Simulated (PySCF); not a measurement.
Li₂, SMILES [Li][Li].

Geometry optimised at B3LYP-D3(BJ)/def2-TZVPD.

Computed with TDDFT-LC-ωPBE/def2-TZVPD run with PySCF.

Vertical excitations; the highest root listed may be one member of a degenerate set. Isolated molecule, no solvent. State labels are in the subgroup D2h.

```csv
state,symmetry,energy (eV),λ (nm),f,main pairs
S1,B1u,2.12,585,0.473,HOMO→LUMO 97 %
S2,B3u,2.64,470,0.521,HOMO→LUMO+2 (degenerate set)
S3,B2u,2.64,470,0.521,HOMO→LUMO+1 (degenerate set)
S4,Ag,3.04,408,0.000,HOMO→LUMO+3 89 %
S5,B2g,3.63,342,0.000,HOMO→LUMO+4 (degenerate set)
S6,B3g,3.63,342,0.000,HOMO→LUMO+5 (degenerate set)
S7,B1u,4.41,281,0.004,HOMO→LUMO+6 95 %
S8,B3u,4.78,260,0.002,HOMO→LUMO+9 (degenerate set)
S9,B2u,4.78,260,0.002,HOMO→LUMO+8 (degenerate set)
S10,Ag,4.82,257,0.000,HOMO→LUMO+7 93 %
T1,B1u,1.02,1211,0,HOMO→LUMO 87 %
T2,B3u,1.23,1004,0,"HOMO→LUMO+2, HOMO→LUMO+9 (degenerate set)"
T3,B2u,1.23,1004,0,"HOMO→LUMO+1, HOMO→LUMO+8 (degenerate set)"
T4,Ag,2.13,581,0,"HOMO→LUMO+3 72 %, HOMO→LUMO+7 27 %"
```
Triplets are in the Tamm–Dancoff approximation, which puts them higher than full response would, so one can lie above its singlet here.
